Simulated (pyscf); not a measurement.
Single points on ωB97X-D3(BJ)/def2-SVP structures (PySCF, gas phase). Correlated levels are frozen-core, on RHF or UHF. ΔMP2 is the change of the MP2 total energy from the triple- to the quadruple-zeta basis.

Q: How much does it cost (ΔH, 298 K, CCSD(T)/def2-TZVPP + ΔMP2(QZVPP)) to split F–Si(Cl)(Cl)–Cl at its F–Si bond into F• + Cl–Si•(Cl)–Cl?

A: F–Si to F• + Cl–Si•(Cl)–Cl: 647.3 kJ/mol. The CCSD(T) − MP2 part came from Ansatz, without density fitting, on the same reference. Left out: the spin-orbit lowering of F.
